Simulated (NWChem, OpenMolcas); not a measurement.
**How basis sets differ on SiH3F (SMILES F[SiH3])**

SiH3F has 5 atoms, charge 0, and is taken as a singlet. SMILES: `F[SiH3]`. The shape is that of a PBE0-D4/def2-TZVP optimisation.

Quantity: the dipole moment, in D. The values are calculated.

```tsv
level	kind	program	value (D)	CPU time
r2SCAN/STO-3G	meta-GGA	OpenMolcas	0.56	5 s
r2SCAN/pcseg-1	meta-GGA	NWChem	1.50	6.4 s
r2SCAN/pcseg-2	meta-GGA	NWChem	1.33	27 s
r2SCAN/def2-TZVPP	meta-GGA	NWChem	1.20	19 s
```

The values span 0.56 to 1.50 D. Magnitudes only: a small dipole may point the other way at some levels. Sets without polarisation functions give poor dipoles. Without the sets that lack polarisation functions the rows with a basis span only 1.20 to 1.50 D. CPU times are rough (shared hosts, several kinds of processor): they show what a rung costs within a factor of a few.
